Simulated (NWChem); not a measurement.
Species: allene (C$_{3}$H$_{4}$); SMILES C=C=C

```xyz
7

C      0.0000     0.0000     1.3165
C      0.0000     0.0000     0.0000
C      0.0000     0.0000    -1.3165
H     -0.6663     0.6663     1.8909
H      0.6663    -0.6663     1.8909
H     -0.6663    -0.6663    -1.8909
H      0.6663     0.6663    -1.8909
```
Atoms are numbered in this order, from 1.

Structure relaxed at the PBE-D3(BJ)/def2-SVP level.

Question: List the 6 lowest vertical singlet excitations from LDA (Slater exchange, VWN5)/def2-SVP, full TDDFT (NWChem).

Answer: 
| state | energy (eV) | oscillator strength | leading excitation (squared amplitude) |
|---|---|---|---|
| S1 | 5.76 | 0.000 | HOMO−1 → LUMO (0.50) |
| S2 | 6.00 | 0.000 | HOMO−1 → LUMO (0.50) |
| S3 | 7.13 | 0.000 | HOMO−1 → LUMO+1 (0.47) |
| S4 | 8.25 | 1.152 | HOMO−1 → LUMO+1 (0.46) |
| S5 | 8.32 | 0.003 | HOMO → LUMO+2 (0.98) |
| S6 | 8.32 | 0.003 | HOMO−1 → LUMO+2 (0.98) |
